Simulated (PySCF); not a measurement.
Phosphanamine, H4NP.
SMILES: `NP`

Theory: EOM-IP-CCSD/aug-cc-pVDZ in PySCF, restricted Hartree–Fock reference, 6 core orbitals frozen, non-relativistic, gas phase, PBE0-D3(BJ)/def2-SVP geometry.

The vertical ionisation energies are 9.74, 9.93, 13.56, 14.71, 17.05 eV.

Which Hartree–Fock orbital leads each hole, and what is its Koopmans value −ε?

```tsv
leading hole (HF orbital)	Koopmans (eV)	EOM-IP-CCSD (eV)	change (eV)	one-hole share
HOMO	10.02	9.74	-0.28	0.96
HOMO-1	11.05	9.93	-1.12	0.95
HOMO-2	14.43	13.56	-0.87	0.94
HOMO-3	15.82	14.71	-1.11	0.94
HOMO-4	18.27	17.05	-1.22	0.94
```

Does the order of the lines follow the orbital energies?

Yes, no two lines change places. The corrections run from -1.22 to -0.28 eV, with a mean of -0.92 eV over the 5 lines; no line lies above its Koopmans value.

At what kinetic energies would He I light (21.22 eV) eject these electrons?

11.48 eV (HOMO), 11.29 eV (HOMO-1), 7.66 eV (HOMO-2), 6.51 eV (HOMO-3), 4.17 eV (HOMO-4).

One root was sought for each valence orbital with −ε under 21 eV, eight at most, so deeper holes and satellites are missing; no vibrational structure.

The values belong to the conformer `[NH2:1][PH2:2]`: H–N1–P2–H -62°, H–N1–P2–H 32°.
